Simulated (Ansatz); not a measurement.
The input, for Ansatz 0.2.0:

```yaml
crystal:
  periodic: [false, false, false]
  atoms:
    - {symbol: Al, position_ang: [0.000000, 0.032676, 0.636525]}
    - {symbol: N, position_ang: [0.000000, -0.106661, -1.095305]}
    - {symbol: H, position_ang: [0.000000, 0.607486, -1.818390]}
basis:
  gaussian: {orbitals: 6-31G}
magnetization: {spin_polarized: false, initial_magnetization: 1}
hamiltonian: {xc: {name: PBE}}
correlation: {method: ccsdt_q, electrons: valence}
```

```sh
$ ansatz run in.yaml --threads 1 --pin off --events-out ev --progress --plain --max-ram 2393MiB
```

(1) Roughly how long does this take on 1 thread of Arm Neoverse V1, shared host, and how much host memory?

```
512 factors; integrals over basis functions are off by at most 1.9e-7 eV
mean field evaluation 1: about -8076.7174 eV, gradient 8.0e1 eV
mean field evaluation 2: about -8076.7121 eV, gradient 8.0e1 eV
mean field evaluation 4: about -8080.9177 eV, gradient 5.9e1 eV
mean field evaluation 8: about -8094.4364 eV, gradient 5.0e0 eV
mean field evaluation 16: about -8094.5233 eV, gradient 4.8e-4 eV
mean field evaluation 32: about -8093.9711 eV, gradient 1.4e-6 eV
mean field evaluation 64: about -8094.5189 eV, gradient 9.9e-1 eV
mean field -8094.52330313 eV, -297.4682447249 hartree, gradient 4.4e-6 eV, S^2 0.750000; 7 other end points of the search recorded, 0 dependent functions left out
mean field evaluation 96: about -8077.4440 eV, gradient 1.7e0 eV
mean field evaluation 128: about -8077.7349 eV, gradient 1.9e-2 eV
mean field evaluation 160: about -8075.2958 eV, gradient 3.6e-2 eV
...
cycle  14  -5.32654251 eV  change   -4.9e-5 eV  update   8.7e-5
cycle  15  -5.32650019 eV  change    4.2e-5 eV  update   5.0e-5
cycle  16  -5.32649951 eV  change    6.7e-7 eV  update   2.9e-5
cycle  17  -5.32650561 eV  change   -6.1e-6 eV  update   1.7e-5
cycle  18  -5.32651271 eV  change   -7.1e-6 eV  update   7.9e-6
cycle  19  -5.32651526 eV  change   -2.5e-6 eV  update   5.1e-6
cycle  20  -5.32651976 eV  change   -4.5e-6 eV  update   2.9e-6
cycle  21  -5.32652251 eV  change   -2.7e-6 eV  update   1.8e-6
cycle  22  -5.32652162 eV  change    8.9e-7 eV  update   1.0e-6
cycle  23  -5.32652118 eV  change    4.4e-7 eV  update   5.5e-7
perturbative correction -0.04521768 eV, -0.0016617190 hartree
Total energy: -8081.68361863 eV, -296.9963950227 hartree
```

## Answers

(1) 6 s wall and 0.12 GiB.
